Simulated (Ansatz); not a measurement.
Cost and result for the atomization energy of C4H8Cl2, SMILES `CCC(Cl)CCl` (14 atoms, 13 bonds).

```xyz
14

C    -1.018   -0.217   -1.682
C     0.106    0.226   -0.765
C    -0.082   -0.186    0.685
Cl   -1.547    0.585    1.370
C     1.126    0.184    1.513
Cl    1.074   -0.488    3.155
H    -0.811    0.076   -2.713
H    -1.967    0.232   -1.386
H    -1.138   -1.303   -1.660
H     0.229    1.313   -0.810
H     1.051   -0.213   -1.105
H    -0.261   -1.261    0.756
H     2.023   -0.215    1.038
H     1.217    1.266    1.604
```

Charge 0, multiplicity 1. The geometry is a stationary point of PBE0-D4/def2-TZVP. It is a higher conformer; a search finds a lower one. Program: Ansatz. All runs use 2 threads of an AMD EPYC 7R13 on a shared host and a share of an NVIDIA H100 80 GB. Times are those of one run each, without the atoms' runs, and a repeat can differ threefold. Electronic energies, without spin–orbit coupling; frozen cores. CCSD(T)/CBS adds CCSD(T) − MP2 in def2-TZVPP to the MP2 limit, and its time is that of the two runs behind it. T1 = 0.009.

CCSD(T)/CBS is a level of theory with its own doubt, some kJ/mol a heavy atom from the limit and from the frozen cores, so smaller differences don't rank the functionals.

| level | functions | wall time |
| --- | --- | --- |
| MP2/def2-QZVPP | 608 | 6 s |
| LDA (SPW92)/def2-TZVPP | 320 | 7 s |
| PBE-QIDH/def2-TZVPP | 320 | 7 s |
| BHLYP-D4/def2-TZVPP | 320 | 7.5 s |
| CCSD(T)/def2-TZVPP | 320 | 8.5 s |
| BLYP-D4/def2-TZVPP | 320 | 9.5 s |
| r2SCAN-D4/def2-TZVPP (with forces) | 320 | 9.5 s |
| CCSD(T)/def2-SVP | 132 | 10 s |
| B97M-V/def2-TZVPP | 320 | 10 s |
| revPBE-D4/def2-TZVPP | 320 | 11 s |
| B2PLYP/def2-TZVPP | 320 | 11 s |
| ωB97X-V/def2-TZVPP | 320 | 13 s |
| CCSD(T)/CBS(def2) | – | 15 s |

What atomization energy does each give, and how far from CCSD(T)/CBS? (Best estimate.)

The calculation gave: 
```json
{"level": "MP2/def2-QZVPP", "atomization (kcal/mol)": "1268.3", "difference from CCSD(T)/CBS": "7.3", "per bond": "0.6"}
{"level": "LDA (SPW92)/def2-TZVPP", "atomization (kcal/mol)": "1442.9", "difference from CCSD(T)/CBS": "181.9", "per bond": "14.0"}
{"level": "PBE-QIDH/def2-TZVPP", "atomization (kcal/mol)": "1262.6", "difference from CCSD(T)/CBS": "1.6", "per bond": "0.1"}
{"level": "BHLYP-D4/def2-TZVPP", "atomization (kcal/mol)": "1227.5", "difference from CCSD(T)/CBS": "-33.5", "per bond": "-2.6"}
{"level": "CCSD(T)/def2-TZVPP", "atomization (kcal/mol)": "1231.5", "difference from CCSD(T)/CBS": "-29.5", "per bond": "-2.3"}
{"level": "BLYP-D4/def2-TZVPP", "atomization (kcal/mol)": "1250.6", "difference from CCSD(T)/CBS": "-10.4", "per bond": "-0.8"}
{"level": "r2SCAN-D4/def2-TZVPP (with forces)", "atomization (kcal/mol)": "1265.1", "difference from CCSD(T)/CBS": "4.1", "per bond": "0.3"}
{"level": "CCSD(T)/def2-SVP", "atomization (kcal/mol)": "1205.7", "difference from CCSD(T)/CBS": "-55.3", "per bond": "-4.2"}
{"level": "B97M-V/def2-TZVPP", "atomization (kcal/mol)": "1264.5", "difference from CCSD(T)/CBS": "3.5", "per bond": "0.3"}
{"level": "revPBE-D4/def2-TZVPP", "atomization (kcal/mol)": "1260.5", "difference from CCSD(T)/CBS": "-0.5", "per bond": "0.0"}
{"level": "B2PLYP/def2-TZVPP", "atomization (kcal/mol)": "1245.0", "difference from CCSD(T)/CBS": "-16.0", "per bond": "-1.2"}
{"level": "ωB97X-V/def2-TZVPP", "atomization (kcal/mol)": "1263.1", "difference from CCSD(T)/CBS": "2.1", "per bond": "0.2"}
{"level": "CCSD(T)/CBS(def2)", "atomization (kcal/mol)": "1261.0", "difference from CCSD(T)/CBS": "0.0", "per bond": "0.0"}
```

From BLYP to BHLYP (50 % exact exchange), in def2-TZVPP and without D4, the atomization energy moves by −14.6 kcal/mol: exact exchange takes away binding that semilocal exchange gives to molecules. In def2-TZVPP, CCSD(T) changes the Hartree–Fock value by +292.7 kcal/mol (the triples alone add +18.2 kcal/mol) and MP2 by +312.3 kcal/mol; breaking electron pairs costs correlation energy, which Hartree–Fock lacks. Leaving LDA and LC-ωPBE aside and taking each functional with its dispersion term where it has one, the values, not all of them listed here, spread over 61.1 kcal/mol, from BHLYP-D4 to PBE-D4. LDA lies +162.3 kcal/mol from PBE without D4, its usual overbinding.
